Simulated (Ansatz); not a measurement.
in.yaml

```yaml
crystal:
  periodic: [false, false, false]
  atoms:
    - {symbol: Al, position_ang: [0.000000, 0.000000, 1.150006]}
    - {symbol: Al, position_ang: [0.000000, 0.000000, -1.150006]}
    - {symbol: H, position_ang: [0.000000, 0.000000, 2.724549]}
    - {symbol: H, position_ang: [0.000000, 0.000000, -2.724549]}
basis:
  gaussian: {orbitals: 6-31G}
total_charge: 1
magnetization: {spin_polarized: false, initial_magnetization: 1}
correlation: {method: fic_mrcisd_q, electrons: outside_noble_gas, active_space: {window: {electrons: 7, orbitals: 10}, shells: [{species: Al, l: s, shell: 3}, {species: Al, l: p, shell: 3}, {species: H, l: s, shell: 1}]}}
```

```sh
$ ansatz run in.yaml --threads 1 --pin off --events-out ev --progress --plain --max-ram 2393MiB
```

(1) Roughly how long does this take on 1 thread of Intel Xeon, shared host, and how much host memory?

```
588 factors; integrals over basis functions are off by at most 1.3e-7 eV
mean field evaluation 1: about -13186.7571 eV, gradient 7.9e0 eV
mean field evaluation 2: about -13186.7657 eV, gradient 7.9e0 eV
mean field evaluation 4: about -13187.2959 eV, gradient 2.8e-1 eV
mean field evaluation 8: about -13187.2962 eV, gradient 6.2e-4 eV
mean field evaluation 16: about -13187.2962 eV, gradient 1.2e-6 eV
mean field -13187.29622191 eV, -484.6241974848 hartree, gradient 6.2e-6 eV, S^2 0.750000; 2 other end points of the search recorded, 0 dependent functions left out
reference -13187.29622191 eV, -484.6241974848 hartree; 14, 13 occupied and 16, 17 virtual orbitals, 588 factors
state -13189.02214927 eV, -484.6876241455 hartree
contracted CI cycle   1: correlation 0.00000000 eV, 0.0000000000 hartree, residual 3.29e0 eV
contracted CI cycle   2: correlation -0.28582267 eV, -0.0105037894 hartree, residual 7.59e-1 eV
contracted CI cycle   3: correlation -0.29956718 eV, -0.0110088908 hartree, residual 1.77e-1 eV
contracted CI cycle   4: correlation -0.30024408 eV, -0.0110337666 hartree, residual 4.66e-2 eV
contracted CI cycle   5: correlation -0.30028152 eV, -0.0110351424 hartree, residual 1.07e-2 eV
contracted CI cycle   6: correlation -0.30028373 eV, -0.0110352236 hartree, residual 2.32e-3 eV
contracted CI cycle   7: correlation -0.30028384 eV, -0.0110352277 hartree, residual 5.52e-4 eV
state -13189.02214927 eV, -484.6876241455 hartree; corrected -13189.32550464 eV, -484.6987722497 hartree
Total energy: -13189.32550464 eV, -484.6987722497 hartree
Checks for a lower state left out: starts, orbital_swaps
```

Natural occupations: 1.9628 1.9565 1.9489 0.9854 0.0613 0.0295 0.0223 0.0163 0.0101 0.0066.

For the same geometry and basis full CI lies 3.3 meV lower.

Results:

(1) 19 s wall and 0.52 GiB.
